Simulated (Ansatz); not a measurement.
Two shapes of singlet C₆H₆.

Shape 1:

```xyz
12

C     1.3566    0.0132   -0.0293
C     0.7336    1.2373   -0.0184
C    -0.7330    1.1837   -0.0253
C    -1.3997   -0.0477   -0.0141
C    -0.7171   -1.2376   -0.0352
C     0.7418   -1.1853   -0.0042
H     2.4791    0.0123   -0.0476
H     1.2939    2.1553    0.0015
H    -1.2833    2.1480    0.0302
H    -2.4381   -0.0013    0.0031
H    -1.2206   -2.1799    0.0363
H     1.2124   -2.1906    0.0144
```

Shape 2:

```xyz
12

C     1.3493    0.0200   -0.0564
C     0.7316    1.2122   -0.0044
C    -0.7507    1.1623   -0.0334
C    -1.3799   -0.0470    0.0069
C    -0.7037   -1.2129   -0.0288
C     0.7507   -1.1588    0.0028
H     2.5020    0.0201   -0.0633
H     1.2711    2.1612   -0.0151
H    -1.2694    2.1672    0.0467
H    -2.4184    0.0024    0.0239
H    -1.2456   -2.1746    0.0498
H     1.2313   -2.1944   -0.0071
```

Basis set: 6-31G (spherical functions). Correlated methods keep 6 orbitals frozen. Charge 0, multiplicity 1.

Computed with Ansatz (development build ahead of 0.2.0); each method stands on the lowest determinant of its kind that the runs found.

Q: Which shape is lower in energy, and by how much in each method?

A:

```
 method  E(2) − E(1) (eV)
    RHF             0.439
RHF-MP2             0.438
```

Shape 1 is lower. Caution: no unrestricted run beside it, a lower state can exist.
